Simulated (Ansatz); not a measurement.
# AlNH (sextet): wave-function methods side by side, def2-QZVPP

The task here is to estimate one member of a computed series from the others.

Program: Ansatz 0.2.0, Gaussian basis. Level of theory: def2-QZVPP, core rule «outside noble gas», up to 6 orbitals frozen. These are calculated values, not measurements.

The runs, in order: UHF; ROHF; CCSD(T) on UHF.

### What is computed

The geometry is a PBE0/def2-TZVP stationary point (not a proven minimum) of the parent state, kept for this charge and spin.

3 atoms, charge 0, spin multiplicity 6.

Atoms are counted from 1 here; the program's logs count them from 0.

Bond lengths: Al1–N2 1.919 Å, Al1–H3 1.612 Å. Angles: N2–Al1–H3 112.5°.

Set-up of the first run:

The input, in.yaml:

```yaml
crystal:
  periodic: [false, false, false]
  atoms:
    - {symbol: Al, position_ang: [0.000000, -0.104664, 0.617425]}
    - {symbol: N, position_ang: [0.000000, 0.107524, -1.289743]}
    - {symbol: H, position_ang: [0.000000, 1.307572, 1.394905]}
basis:
  gaussian: {orbitals: "def2-QZVPP.json"}
magnetization: {spin_polarized: true, initial_magnetization: 5}
hamiltonian: {xc: hf}
output: {orbitals: {seedname: orbitals}}
```

On the command line:

```sh
ansatz run in.yaml --threads 1 --pin off --events-out ev --progress --plain --max-ram 2393MiB
```

Among the steps run: UHF; ROHF; CCSD(T) on UHF.

One of the session's tables, all rows but one given; the rest of the session is left out.

```
  method  from UCCSD(T) (kcal/mol)
    ROHF                   +123.21
     UHF                   +120.22
    UMP2                    +22.82
   UCCSD                         ?
UCCSD(T)                         0
```

Q: Estimate the row for UCCSD from the others.

The run gave: from UCCSD(T) (kcal/mol): +4.06. In the column «from UCCSD(T) (kcal/mol)» it lies between UCCSD(T) (0) and UMP2 (+22.82).
